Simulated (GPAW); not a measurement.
# AlHClF (SMILES [F][AlH][Cl]): a chain of runs

Wanted: a geometry optimisation (PBEsol/dzp), then vibrational wavenumbers (PBEsol/dzp) of AlHClF. 

Program for the calculation: GPAW 26.7.0.

3 further runs of the same task are left out: 3 set aside as unsound or not needed.

## (1) The structure to begin with

AlHClF has 4 atoms, charge 0, and is taken as a singlet. SMILES: `[F][AlH][Cl]`. Geometry: a GFN2-xTB relaxation, a rough one for these elements and not checked as a minimum. The run starts from this shape.

Bond lengths: F1–Al2 1.649 Å, Al2–Cl3 2.017 Å, Al2–H4 1.507 Å. Angles: F1–Al2–Cl3 122.7°, F1–Al2–H4 112.7°, Cl3–Al2–H4 124.6°.

## (2) A structure relaxation at PBEsol/dzp (scalar-relativistic datasets) (run 1)

Input file AlClFH.xyz:

```xyz
4

F      0.511540    -0.961280     1.247950
Al     0.062570     0.041320     0.018420
Cl    -1.614690    -0.246020    -1.063620
H      1.040570     1.165980    -0.202740
```

Input file relax.py:

```python
from ase.io import read, write
from ase.optimize import FIRE
from gpaw import GPAW, setup_paths
from gpaw.atom.configurations import parameters
from gpaw.atom.generator import Generator
from gpaw.utilities.adjust_cell import adjust_cell

mol = read('AlClFH.xyz')
adjust_cell(mol, 4.5, h=0.18)

for symbol in ['Al', 'Cl', 'F', 'H']:
    Generator(symbol, xcname='PBEsol', scalarrel=True, nofiles=True, txt=None).run(**parameters[symbol])
setup_paths.insert(0, '.')

calc = GPAW(mode='lcao',
            basis='dzp',
            h=0.18,
            xc='PBEsol',
            maxiter=120,
            symmetry='off',
            txt='-')
mol.calc = calc

opt = FIRE(mol, trajectory='AlClFH.traj')
converged = opt.run(fmax=0.05, steps=100)
print('Converged:', converged)
print(f'Final energy            {mol.get_potential_energy():.5f} eV')
print(f'r(Cl2-Al1)              {mol.get_distance(2, 1):.4f} Ang')
print(f'r(Al1-F0): {mol.get_distance(1, 0):.4f} Ang')
write('relaxed.xyz', mol)
```

Launch:

```bash
$ python3 -u relax.py | tee relax.out
```

Standard output:

```text
__  _  _
 | _ |_)|_||  |
 |__||  | ||/\| - 26.7.0

units:  Angstrom and eV
cores:  1
OpenMP: False

Versions:
  Python: 3.12.14
  ASE:    3.29.0
  Numpy:  2.5.5
  Scipy:  1.18.1
  Libxc:  7.0.0

Input parameters:
  mode=LCAO(),
  basis={'default': 'dzp'},
  h=0.18,
  maxiter=120,
  symmetry=Symmetry(point_group=False, time_reversal=False),
  xc=XC(name='PBEsol')
        .-----------------------------.
       /|                             |
      / |                             |
     /  |                             |
    /   |                             |
   /    |                             |
  /     |                             |
 *      |                             |
 |      |                             |
 |      |                             |
 |      |            F H              |
 |      |           Al                |
 |      |       Cl                    |
 |      |                             |
 |      .-----------------------------.
 |     /                             /
 |    /                             /
 |   /                             /
 |  /                             /
 | /                             /
 |/                             /
 *-----------------------------*

Atoms  # Å, Bohr magnetons
|   | symbol |        x |        y |        z |    initial magnetic moments |
|---|--------|----------|----------|----------|-----------------------------|
| 0 |      F | 6.918600 | 4.696370 | 6.915785 | ( 0.0000,  0.0000,  0.0000) |
| 1 |     Al | 6.469630 | 5.698970 | 5.686255 | ( 0.0000,  0.0000,  0.0000) |
| 2 |     Cl | 4.792370 | 5.411630 | 4.604215 | ( 0.0000,  0.0000,  0.0000) |
| 3 |      H | 7.447630 | 6.823630 | 5.465095 | ( 0.0000,  0.0000,  0.0000) |

Unit cell  # Å
| periodic |         x |         y |         z |   lengths |    angles |
|----------|-----------|-----------|-----------|-----------|-----------|
|       no | 12.240000 |  0.000000 |  0.000000 | 12.240000 | 90.000000 |
|       no |  0.000000 | 11.520000 |  0.000000 | 11.520000 | 90.000000 |
|       no |  0.000000 |  0.000000 | 11.520000 | 11.520000 | 90.000000 |

Number of symmetries: 1
Symmetry operations  # r_c * U_cc + t_c -> r_c
|   | kind |            matrix            |
|---|------|------------------------------|
| 0 |  E   |  1, 0, 0,  0, 1, 0,  0, 0, 1 |

BZ-sampling:
  Number of BZ points: 1
  Number of IBZ points: 1

  Monkhorst-Pack size: [1, 1, 1]
  Monkhorst-Pack shift: [0, 0, 0]

K-points  # in reciprocal-cell coordinates
|   |                                coordinates |     weight |
|---|--------------------------------------------|------------|
| 0 | (  0.00000000,   0.00000000,   0.00000000) | 1.00000000 |

basis functions: 44
Spin-components: 1 (collinear spins)
Bands:           13
Projectors:      18
Spin-degeneracy: 2
Datatype:        <class 'float'>

  Storage: CPU
  Wave functions: 4_576 bytes (4_576 per core)

Parallelization:
  kpt:    1
  domain: 1
  band:   1

Density:
  Valence electrons: 18.0
  Components: 1
  Grid points: [68 64 64]
  Charge: 0.0  # |e|

Potential:
  Grid points: [68 64 64]

species:
  F:
    name:    Fluorine
    Z:       9.0
    valence: 7
    core:    2
    charge:  0.0  # [|e|]
    file:    F.PBEsol
    compensation charges:
      type: gauss
      rc: 0.20  # [Å]
      lmax: 2
    cutoffs:
      filter: 1.14  # [Å]
      core: 0.74  # [Å]
    projectors
    | kind |    occ | energy [eV] | rcut [Å] |
    |------|--------|-------------|----------|
    |   2s |  2.000 |     -29.719 |    0.635 |
    |   2p |  5.000 |     -11.050 |    0.635 |
    |    s |        |      -2.507 |    0.635 |
    |    p |        |      16.162 |    0.635 |
    |    d |        |       0.000 |    0.635 |

    LCAO basis set for F:
      Name: dzp
      File: F.dzp.basis.gz
      Number of radial functions: 5
      Number of spherical harmonics: 13
        l=0, rc=3.8594 Bohr: 2s-sz confined orbital
        l=1, rc=4.8750 Bohr: 2p-sz confined orbital
        l=0, rc=2.0156 Bohr: 2s-dz split-valence wave
        l=1, rc=2.6094 Bohr: 2p-dz split-valence wave
        l=2, rc=4.8750 Bohr: d-type Gaussian polarization
      Number of RI-basis functions 0

  Al:
    name:    Aluminium
    Z:       13.0
    valence: 3
    core:    10
    charge:  0.0  # [|e|]
    file:    Al.PBEsol
    compensation charges:
      type: gauss
      rc: 0.34  # [Å]
      lmax: 2
    cutoffs:
      filter: 1.91  # [Å]
      core: 2.36  # [Å]
    projectors
    | kind |    occ | energy [eV] | rcut [Å] |
    |------|--------|-------------|----------|
    |   3s |  2.000 |      -7.715 |    1.085 |
    |   3p |  1.000 |      -2.689 |    1.085 |
    |    s |        |      19.497 |    1.085 |
    |    p |        |      24.522 |    1.085 |
    |    d |        |       0.000 |    1.085 |

    LCAO basis set for Al:
      Name: dzp
      File: Al.dzp.basis.gz
      Number of radial functions: 5
      Number of spherical harmonics: 13
        l=0, rc=7.8750 Bohr: 3s-sz confined orbital
        l=1, rc=10.4219 Bohr: 3p-sz confined orbital
        l=0, rc=4.6094 Bohr: 3s-dz split-valence wave
        l=1, rc=6.2812 Bohr: 3p-dz split-valence wave
        l=2, rc=10.4219 Bohr: d-type Gaussian polarization
      Number of RI-basis functions 0

[... 66 lines left out ...]
Reference energy: -21844.489474  # eV
[... 13 lines left out ...]
  Fourier metric: weight=20.0, sigma=0.015
[... 65 lines left out ...]
|   |                                coordinates |     weight |
[... 164 lines left out ...]
Reference energy: -21844.489474  # eV
[... 13 lines left out ...]
  Fourier metric: weight=20.0, sigma=0.015
[... 15 lines left out ...]
convergence criteria:
- Maximum [total energy] change in last 3 cyles: 0.0005 eV / valence electron
[... 14 lines left out ...]
Converged in 9 steps
[... 12 lines left out ...]
  Free energy:     -14.886384
[... 2 lines left out ...]
dipole moment: (-0.041015, 0.163269, -0.169454)  # |e|*Ang
[... 68 lines left out ...]
convergence criteria:
- Maximum [total energy] change in last 3 cyles: 0.0005 eV / valence electron
[... 15 lines left out ...]
Converged in 7 steps
[... 12 lines left out ...]
  Free energy:     -14.931639
[... 2 lines left out ...]
dipole moment: (-0.018435, 0.170607, -0.158494)  # |e|*Ang
[... 67 lines left out ...]
convergence criteria:
- Maximum [total energy] change in last 3 cyles: 0.0005 eV / valence electron
[... 15 lines left out ...]
Converged in 7 steps
[... 12 lines left out ...]
  Free energy:     -14.979438
[... 2 lines left out ...]
dipole moment: (0.016310, 0.182872, -0.142544)  # |e|*Ang
[... 67 lines left out ...]
convergence criteria:
- Maximum [total energy] change in last 3 cyles: 0.0005 eV / valence electron
[... 15 lines left out ...]
Converged in 7 steps
[... 12 lines left out ...]
  Free energy:     -14.998456
[... 2 lines left out ...]
dipole moment: (0.047986, 0.195310, -0.129019)  # |e|*Ang
[... 70 lines left out ...]
convergence criteria:
- Maximum [total energy] change in last 3 cyles: 0.0005 eV / valence electron
[... 10 lines left out ...]
Converged in 2 steps
[... 12 lines left out ...]
  Free energy:     -15.019974
[... 2 lines left out ...]
dipole moment: (0.082398, 0.223148, -0.114649)  # |e|*Ang
[... 67 lines left out ...]
convergence criteria:
- Maximum [total energy] change in last 3 cyles: 0.0005 eV / valence electron
[... 10 lines left out ...]
Converged in 2 steps
[... 12 lines left out ...]
  Free energy:     -15.020180
[... 2 lines left out ...]
dipole moment: (0.081426, 0.222737, -0.115303)  # |e|*Ang
[... 67 lines left out ...]
convergence criteria:
- Maximum [total energy] change in last 3 cyles: 0.0005 eV / valence electron
[... 12 lines left out ...]
Converged in 4 steps
[... 12 lines left out ...]
  Free energy:     -15.020418
[... 2 lines left out ...]
dipole moment: (0.079734, 0.222715, -0.116943)  # |e|*Ang
[... 67 lines left out ...]
convergence criteria:
- Maximum [total energy] change in last 3 cyles: 0.0005 eV / valence electron
[... 12 lines left out ...]
Converged in 4 steps
[... 12 lines left out ...]
  Free energy:     -15.020669
[... 2 lines left out ...]
dipole moment: (0.078351, 0.222086, -0.117924)  # |e|*Ang
[... 67 lines left out ...]
convergence criteria:
- Maximum [total energy] change in last 3 cyles: 0.0005 eV / valence electron
[... 12 lines left out ...]
Converged in 4 steps
[... 12 lines left out ...]
  Free energy:     -15.020920
[... 2 lines left out ...]
dipole moment: (0.076990, 0.221346, -0.118887)  # |e|*Ang
[... 50 lines left out ...]
Atoms  # Å, Bohr magnetons
|   | symbol |        x |        y |        z |    initial magnetic moments |
|---|--------|----------|----------|----------|-----------------------------|
| 0 |      F | 6.902260 | 4.595201 | 6.918567 | ( 0.0000,  0.0000,  0.0000) |
| 1 |     Al | 6.527447 | 5.698950 | 5.711431 | ( 0.0000,  0.0000,  0.0000) |
| 2 |     Cl | 4.767868 | 5.381509 | 4.614062 | ( 0.0000,  0.0000,  0.0000) |
| 3 |      H | 7.484270 | 6.916207 | 5.421682 | ( 0.0000,  0.0000,  0.0000) |

Unit cell  # Å
| periodic |         x |         y |         z |   lengths |    angles |
|----------|-----------|-----------|-----------|-----------|-----------|
|       no | 12.240000 |  0.000000 |  0.000000 | 12.240000 | 90.000000 |
|       no |  0.000000 | 11.520000 |  0.000000 | 11.520000 | 90.000000 |
|       no |  0.000000 |  0.000000 | 11.520000 | 11.520000 | 90.000000 |

Initialization done in: 2.150 s

convergence criteria:
- Maximum [total energy] change in last 3 cyles: 0.0005 eV / valence electron
- Maximum integral of absolute [dens]ity change: 0.0001 electrons / valence electron
- Maximum integral of absolute [eigenst]ate change: 4e-08 eV^2 / valence electron
maximum number of iterations: 120

SCF iterations
|iter     |     time |      energy | eigst |  dens |
|---------|----------|-------------|-------|-------|
|iter:   1| 00:06:24 |  -15.021156c|      c|       |
|iter:   2| 00:06:26 |  -15.021156c|      c| -3.86 |
|iter:   3| 00:06:28 |  -15.021154c|      c| -3.91 |
|iter:   4| 00:06:29 |  -15.021154c|      c| -4.45c|

Converged in 4 steps
SCF loop duration: 4.947 s (1.237 s/step)
Energy contributions relative to reference atoms: (reference = -21844.489474)

Energy contributions:
  Kinetic:          21.069969
  Coulomb:         -20.094692
  Zero:              0.284846
  External:          0.000000
  Xc:              -16.281276
  Entropy:           0.000000
  Spinorbit:         0.000000
  ----------------------------
  Free energy:     -15.021154
  Extrapolated:    -15.021154

dipole moment: (0.075835, 0.220424, -0.119636)  # |e|*Ang

Fermi level: -4.821
Eigenvalues  # (at kpt = [0.000, 0.000, 0.000])
| band index |      eig [eV] | occ [0-2] |
|------------|---------------|-----------|
|          0 |       -28.350 |     2.000 |
|          1 |       -20.289 |     2.000 |
|          2 |       -11.366 |     2.000 |
[... 9 lines of this table left out ...]
|         12 |         2.921 |     0.000 |

Gap: 5.904 eV
Transition (v -> c):
  (s=0, k=0, n=8, [0.00, 0.00, 0.00]) -> (s=0, k=0, n=9, [0.00, 0.00, 0.00])
No difference between direct/indirect transitions
vacuum-level: 0.000  # V

Forces  # eV/Ang
|        x |        y |       z |
|----------|----------|---------|
|  0.05810 |  0.03016 | 0.00759 |  # F    0
|  0.03070 | -0.03089 | 0.01808 |  # Al   1
| -0.01170 | -0.01394 | 0.00213 |  # Cl   2
|  0.00692 | -0.01556 | 0.03036 |  # H    3

Force computation time: 0.266  # s
FIRE:   26 hh:mm:ss      -15.021154        0.065902
        .-----------------------------.
       /|                             |
      / |                             |
     /  |                             |
    /   |                             |
   /    |                             |
  /     |                             |
 *      |                             |
 |      |                             |
 |      |                             |
 |      |            F  H             |
 |      |           Al                |
 |      |       Cl                    |
 |      |                             |
 |      .-----------------------------.
 |     /                             /
 |    /                             /
 |   /                             /
 |  /                             /
 | /                             /
 |/                             /
 *-----------------------------*

Atoms  # Å, Bohr magnetons
|   | symbol |        x |        y |        z |    initial magnetic moments |
|---|--------|----------|----------|----------|-----------------------------|
| 0 |      F | 6.904699 | 4.596369 | 6.918762 | ( 0.0000,  0.0000,  0.0000) |
| 1 |     Al | 6.527930 | 5.698257 | 5.711349 | ( 0.0000,  0.0000,  0.0000) |
| 2 |     Cl | 4.768118 | 5.381348 | 4.614441 | ( 0.0000,  0.0000,  0.0000) |
| 3 |      H | 7.484199 | 6.915229 | 5.422816 | ( 0.0000,  0.0000,  0.0000) |

Unit cell  # Å
| periodic |         x |         y |         z |   lengths |    angles |
|----------|-----------|-----------|-----------|-----------|-----------|
|       no | 12.240000 |  0.000000 |  0.000000 | 12.240000 | 90.000000 |
|       no |  0.000000 | 11.520000 |  0.000000 | 11.520000 | 90.000000 |
|       no |  0.000000 |  0.000000 | 11.520000 | 11.520000 | 90.000000 |

Initialization done in: 2.867 s

convergence criteria:
- Maximum [total energy] change in last 3 cyles: 0.0005 eV / valence electron
- Maximum integral of absolute [dens]ity change: 0.0001 electrons / valence electron
- Maximum integral of absolute [eigenst]ate change: 4e-08 eV^2 / valence electron
maximum number of iterations: 120

SCF iterations
|iter     |     time |      energy | eigst |  dens |
|---------|----------|-------------|-------|-------|
|iter:   1| 00:06:32 |  -15.021379c|      c|       |
|iter:   2| 00:06:34 |  -15.021379c|      c| -3.81 |
|iter:   3| 00:06:36 |  -15.021377c|      c| -3.85 |
|iter:   4| 00:06:37 |  -15.021377c|      c| -4.48c|

Converged in 4 steps
SCF loop duration: 5.119 s (1.280 s/step)
Energy contributions relative to reference atoms: (reference = -21844.489474)

Energy contributions:
  Kinetic:          21.133944
  Coulomb:         -20.147786
  Zero:              0.285292
  External:          0.000000
  Xc:              -16.292827
  Entropy:           0.000000
  Spinorbit:         0.000000
  ----------------------------
  Free energy:     -15.021377
  Extrapolated:    -15.021377

dipole moment: (0.074889, 0.219219, -0.120177)  # |e|*Ang

Fermi level: -4.821
Eigenvalues  # (at kpt = [0.000, 0.000, 0.000])
| band index |      eig [eV] | occ [0-2] |
|------------|---------------|-----------|
|          0 |       -28.353 |     2.000 |
|          1 |       -20.290 |     2.000 |
|          2 |       -11.368 |     2.000 |
[... 9 lines of this table left out ...]
|         12 |         2.921 |     0.000 |

Gap: 5.907 eV
Transition (v -> c):
  (s=0, k=0, n=8, [0.00, 0.00, 0.00]) -> (s=0, k=0, n=9, [0.00, 0.00, 0.00])
No difference between direct/indirect transitions
vacuum-level: 0.000  # V

Forces  # eV/Ang
|        x |        y |       z |
|----------|----------|---------|
|  0.04419 |  0.01536 | 0.01264 |  # F    0
|  0.02656 | -0.02433 | 0.01318 |  # Al   1
| -0.01283 | -0.01621 | 0.00240 |  # Cl   2
|  0.01110 | -0.00623 | 0.02523 |  # H    3

Force computation time: 0.259  # s
FIRE:   27 hh:mm:ss      -15.021377        0.048462
Converged: True
Final energy            -15.02138 eV
r(Cl2-Al1)              2.0978 Ang
r(Al1-F0): 1.6775 Ang
```

Run time: 6.7 min. Hardware: 1 thread of Intel Xeon at 2.50GHz (Skylake/Cascade Lake), shared host; peak memory 0.69 GiB.

Step by step:

| step | energy from the first frame kept (eV) | largest force (eV/Å) |
| --- | --- | --- |
| 0 | 0.0000 | 1.5837 |
| 2 | -0.0931 | 0.7393 |
| 4 | -0.1049 | 0.6910 |
| 6 | -0.1097 | 0.5957 |
| 8 | -0.1175 | 0.3819 |
| 10 | -0.1232 | 0.2088 |
| 12 | -0.1259 | 0.2825 |
| 14 | -0.1274 | 0.2080 |
| 16 | -0.1294 | 0.2996 |
| 18 | -0.1328 | 0.1726 |
| 20 | -0.1334 | 0.1271 |
| 22 | -0.1338 | 0.1242 |
| 24 | -0.1343 | 0.0981 |
| 26 | -0.1348 | 0.0659 |
| 27 | -0.1350 | 0.0485 |

After the run. Bond lengths: F1–Al2 1.677 Å, Al2–Cl3 2.098 Å, Al2–H4 1.574 Å. Angles: F1–Al2–Cl3 117.7°, F1–Al2–H4 120.2°, Cl3–Al2–H4 122.0°.

(Part 1 of 2 ends here.)
